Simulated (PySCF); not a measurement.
## Electronic absorption of AlH2Me

Species: AlH2Me, CH5Al.
Geometry (PBE0-D3(BJ)/def2-SVP, Å), atoms numbered from 1 in this order:
```xyz
7
CH5Al angstrom
Al     0.526    0.920    0.008
H      2.120    0.934    0.026
H     -0.250    2.311   -0.055
C     -0.451   -0.775    0.022
H     -0.539   -1.159   -1.011
H     -1.476   -0.675    0.412
H      0.070   -1.555    0.600
```

Theory: TDDFT CAM-B3LYP/def2-SVPD, vertical, gas phase, core orbitals frozen in the response (PySCF).

Question: List the vertical singlet excitations with oscillator strengths and describe the spectrum.

Answer: 

| state | E (eV) | λ (nm) | ν̃ (cm⁻¹) | f | main configurations (H = HOMO, L = LUMO) |
| --- | --- | --- | --- | --- | --- |
| S1 | 5.40 | 229.6 | 43550 | 0.0031 | H→L (99%) |
| S2 | 5.47 | 226.5 | 44160 | 0.0000 | H-1→L (99%) |
| S3 | 7.39 | 167.8 | 59600 | 0.119 | H→L+1 (89%) |
| S4 | 7.74 | 160.1 | 62440 | 0.015 | H-1→L+1 (82%), H-1→L+2 (9%) |
| S5 | 8.21 | 151.0 | 66210 | 0.111 | H-1→L+2 (82%), H-1→L+1 (11%) |
| S6 | 8.27 | 150.0 | 66670 | 0.016 | H→L+3 (88%) |
| S7 | 8.51 | 145.7 | 68650 | 0.172 | H-1→L+3 (73%), H→L+5 (12%) |
| S8 | 8.55 | 145.1 | 68930 | 0.254 | H→L+2 (76%) |
| S9 | 8.86 | 139.9 | 71480 | 0.0019 | H-3→L (94%) |
| S10 | 8.98 | 138.1 | 72430 | 0.038 | H→L+4 (86%) |
| S11 | 8.99 | 137.9 | 72530 | 0.125 | H-2→L (88%) |
| S12 | 9.23 | 134.3 | 74470 | 0.017 | H-4→L (51%), H-1→L+4 (44%) |
| S13 | 9.37 | 132.3 | 75560 | 0.086 | H→L+5 (80%), H-1→L+3 (14%) |
| S14 | 9.43 | 131.5 | 76020 | 0.264 | H-1→L+4 (51%), H-4→L (40%) |
| S15 | 9.66 | 128.4 | 77890 | 0.063 | H→L+6 (48%), H-1→L+5 (42%) |

Triplets (Tamm–Dancoff): T1 4.98 eV, H-1→L (98%); T2 5.04 eV, H→L (97%); T3 6.83 eV, H→L+1 (66%), H→L+2 (24%); T4 7.16 eV, H-1→L+3 (46%), H-1→L+1 (24%), H-1→L+2 (15%).

The lowest singlet comes at 230 nm (521 kJ/mol) in the ultraviolet; it is very weak; its leading configuration is HOMO→LUMO (99%). The most intense listed level is S14 at 9.43 eV (132 nm, f = 0.264), 4.03 eV above S1. Löwdin shares by element: HOMO carbon 42%, aluminium 26%, hydrogen 17% or more (atoms not listed hold the other 15%); LUMO aluminium 65%, hydrogen 21% or more, carbon 10%. Weighted by f, the mean energy of these states is 8.74 eV. Orbital energies (eV): HOMO-3 -12.56, HOMO-2 -12.47, HOMO-1 -9.66, HOMO -9.50, LUMO -0.37, LUMO+1 0.81, LUMO+2 1.63. The listed states span 4.26 eV, and the widest gap between neighbours is 1.91 eV (S2 to S3). The window holds the lowest 15 singlets.
